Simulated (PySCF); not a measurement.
CH₃NO. Atoms are numbered in the order given.

```xyz
6

N      0.1575    -1.0812     0.0000
C     -0.3856     0.1617     0.0000
O      0.2453     1.1934     0.0000
H      1.1596    -1.1828     0.0000
H     -0.4200    -1.9030     0.0000
H     -1.4910     0.1369     0.0000
```

The structure is a stationary point at B3LYP-D3(BJ)/def2-TZVP. The values are those of a single conformer.

Method: M06-2X/def2-TZVPD in PySCF.

Isolated molecule, no solvent.

Computed frontier levels, gap, dipole moment and polarisability:
| Quantity | Result |
|---|---|
| highest occupied level | -9.38 eV |
| lowest empty level | 0.27 eV |
| orbital gap | 9.65 eV |
| dipole moment | 3.99 D |
| quadrupole, principal values (traceless, Buckingham form, about the centre of nuclear charge) | -2.33, -1.67, 4.00 D·Å |
| mean static polarisability | 27.0 bohr³ (4.01 Å³) |
| polarisability, principal values | 19.6, 26.8, 34.7 bohr³ |
